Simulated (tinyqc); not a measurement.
Worked calculation: Hueckel theory of the pi electrons, for the molecule N=CN (SMILES; centres numbered as the heavy atoms are written). One step of it, computed by the program tinyqc.

Task: Orbitals. Diagonalise; E = alpha + x beta with beta < 0, so the largest x are filled first; degenerate levels share their electrons. P = sum n_i c_ri c_si; each orbital has its largest coefficient positive (the first on a tie).

Hueckel matrix in units of beta (H = alpha + beta A):
```
          1N        2C        3N
1N  0.500000  1.000000  0.000000
2C  1.000000  0.000000  0.800000
3N  0.000000  0.800000  1.500000
```

pi electrons, sum of z_r less the charge = 4

Give: x values; occupations; coefficients; charge and bond-order matrix P.

Result:

x values: 1.9869  0.9636  -0.9506

occupations: 2.0000  2.0000  0.0000

coefficients:
```
       MO1      MO2      MO3
1N  0.3301   0.7685  -0.5481
2C  0.4908   0.3563   0.7951
3N  0.8063  -0.5314  -0.2596
```

charge and bond-order matrix P:
```
         1N      2C       3N
1N   1.3991  0.8716  -0.2846
2C   0.8716  0.7356   0.4128
3N  -0.2846  0.4128   1.8653
```
